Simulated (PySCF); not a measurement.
**Frontier levels across methods**

Compound: BH6NO.
Atom-mapped SMILES: `[NH3+:1][BH2-:2][OH:3]` (hydrogens: H4, H5, H6 on N1; H7, H8 on B2; H9 on O3)

Cartesian coordinates in Å at the PBE0-D3(BJ)/def2-SVP level; atoms count from 1:
```
atom  x, y, z in Å
N1    -0.7064    0.3672    0.3563
B2     0.9467    0.1067    0.1811
O3     1.3936    1.1040   -0.7352
H4    -0.9112    1.2695    0.7879
H5    -1.1340    0.3616   -0.5709
H6    -1.1366   -0.3696    0.9159
H7     1.3687    0.1860    1.3392
H8     0.9552   -1.0379   -0.2758
H9     1.9276    1.7636   -0.2908
```

Basis pcSseg-2 throughout (PySCF), one geometry. The structure is a single PBE0-D3(BJ)/def2-SVP conformer in the gas phase; no vibrational or solvent corrections.

Task: How do the orbital energies, the gap and the dipole change with the method?

Result: 
```json
{"method": "OPBE", "kind": "GGA", "HOMO (eV)": "-5.62", "LUMO (eV)": "-0.87", "gap (eV)": "4.75", "μ (D)": "4.88", "SCF cycles": "16"}
{"method": "BLYP", "kind": "GGA", "HOMO (eV)": "-5.65", "LUMO (eV)": "-1.02", "gap (eV)": "4.63", "μ (D)": "4.85", "SCF cycles": "14"}
{"method": "PBE", "kind": "GGA", "HOMO (eV)": "-5.70", "LUMO (eV)": "-0.96", "gap (eV)": "4.74", "μ (D)": "4.86", "SCF cycles": "15"}
{"method": "B97-D", "kind": "GGA", "HOMO (eV)": "-5.73", "LUMO (eV)": "-0.82", "gap (eV)": "4.91", "μ (D)": "4.88", "SCF cycles": "15"}
{"method": "LDA", "kind": "LDA", "HOMO (eV)": "-5.76", "LUMO (eV)": "-1.01", "gap (eV)": "4.75", "μ (D)": "4.91", "SCF cycles": "14"}
{"method": "BP86", "kind": "GGA", "HOMO (eV)": "-5.81", "LUMO (eV)": "-0.82", "gap (eV)": "4.99", "μ (D)": "4.89", "SCF cycles": "15"}
{"method": "KT2", "kind": "GGA", "HOMO (eV)": "-5.84", "LUMO (eV)": "-0.92", "gap (eV)": "4.92", "μ (D)": "4.77", "SCF cycles": "15"}
{"method": "KT3", "kind": "GGA", "HOMO (eV)": "-5.87", "LUMO (eV)": "-1.17", "gap (eV)": "4.70", "μ (D)": "4.77", "SCF cycles": "15"}
{"method": "B97-2", "kind": "global hybrid", "HOMO (eV)": "-6.90", "LUMO (eV)": "-0.17", "gap (eV)": "6.73", "μ (D)": "4.97", "SCF cycles": "13"}
{"method": "B3LYP", "kind": "global hybrid", "HOMO (eV)": "-6.97", "LUMO (eV)": "-0.56", "gap (eV)": "6.42", "μ (D)": "4.95", "SCF cycles": "13"}
{"method": "PBE0", "kind": "global hybrid", "HOMO (eV)": "-7.15", "LUMO (eV)": "-0.20", "gap (eV)": "6.96", "μ (D)": "4.98", "SCF cycles": "14"}
{"method": "mPW1PW91", "kind": "global hybrid", "HOMO (eV)": "-7.19", "LUMO (eV)": "-0.21", "gap (eV)": "6.98", "μ (D)": "4.99", "SCF cycles": "13"}
{"method": "BHandHLYP", "kind": "global hybrid", "HOMO (eV)": "-8.59", "LUMO (eV)": "0.31", "gap (eV)": "8.90", "μ (D)": "5.04", "SCF cycles": "12"}
{"method": "CAM-B3LYP", "kind": "range-separated hybrid", "HOMO (eV)": "-8.64", "LUMO (eV)": "0.46", "gap (eV)": "9.10", "μ (D)": "5.02", "SCF cycles": "12"}
{"method": "wB97X-D", "kind": "range-separated hybrid", "HOMO (eV)": "-9.08", "LUMO (eV)": "1.58", "gap (eV)": "10.66", "μ (D)": "5.06", "SCF cycles": "13"}
{"method": "LC-wPBE", "kind": "range-separated hybrid", "HOMO (eV)": "-9.96", "LUMO (eV)": "1.68", "gap (eV)": "11.63", "μ (D)": "5.10", "SCF cycles": "12"}
{"method": "HF", "kind": "Hartree–Fock", "HOMO (eV)": "-10.76", "LUMO (eV)": "2.02", "gap (eV)": "12.79", "μ (D)": "5.13", "SCF cycles": "10"}
```

The HOMO spans 5.14 eV, from OPBE down to HF, and the gap runs from 4.63 eV (BLYP) to 12.79 eV (HF). Over the methods OPBE (0 %), BLYP (0 %), PBE (0 %), B97-D (0 %), LDA (0 %), BP86 (0 %), KT2 (0 %), KT3 (0 %), B97-2 (21 %), B3LYP (20 %), PBE0 (25 %), mPW1PW91 (25 %), BHandHLYP (50 %), HF (100 %), a straight line through the gap against the share of exact exchange rises by 0.81 eV for each 10 % (correlation coefficient 0.999). The dipole ranges from 4.77 D (KT2) to 5.13 D (HF). This basis has no diffuse functions.
